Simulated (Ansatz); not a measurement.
What a trial cell of CdAg relaxes into

Method: DFT r2SCAN, scalar-relativistic, plane waves, PAW (Ansatz 0.2.0). Cutoff 500 eV, Γ-centred k mesh, Gaussian smearing, no spin polarisation in the final step.

CdAg was placed on the rock salt structure type (Fm-3m, No. 225), with Cd in place of Na, Ag in place of Cl, at a guessed volume.

```
Cd Ag
1.0
     0.00000    2.67186    2.67186
     2.67186    0.00000    2.67186
     2.67186    2.67186    0.00000
Cd Ag
1 1
Cartesian
  0.0000 0.0000 0.0000
  2.6719 2.6719 2.6719
```

Cell and atoms relax at zero pressure; the relaxation can't lower the symmetry of the start. After a coarse first stage the cell is made exact in the group found at 0.06 Å.

The zero of energy is the elements' standard structures at the same level; no fitted shifts are applied.

Question: Which crystal results?

Answer: It keeps Fm-3m (No. 225). The result has the rock salt structure. Conventional cell: a = 5.604 Å. Cd has 6 Ag at 2.80 Å; Ag has 6 Cd at 2.80 Å.

```
Cd Ag
1.0
     0.00000    2.80211    2.80211
     2.80211    0.00000    2.80211
     2.80211    2.80211    0.00000
Cd Ag
1 1
Direct
  0.00000 0.00000 0.00000
  0.50000 0.50000 0.50000
```

Question: What are its volume, energy, density and gap?

Answer: The volume per atom is 22.00 Å³. The density is 8.31 g/cm³. The energy over the elements is 0.21 eV/atom and the gap on the 18×18×18 mesh is 0 eV (a metal).

The final run used a 18×18×18 mesh on its 2-atom cell and 0.10 eV smearing. The k mesh leaves about 4 meV/atom of noise in metals. A structure relaxed within its symmetry needn't be a true minimum. The steps took of the order of 60 core-seconds in all.

Cost: 3 runs of about 0.96 core-minutes in all, on Arm Neoverse V1 (shared hosts).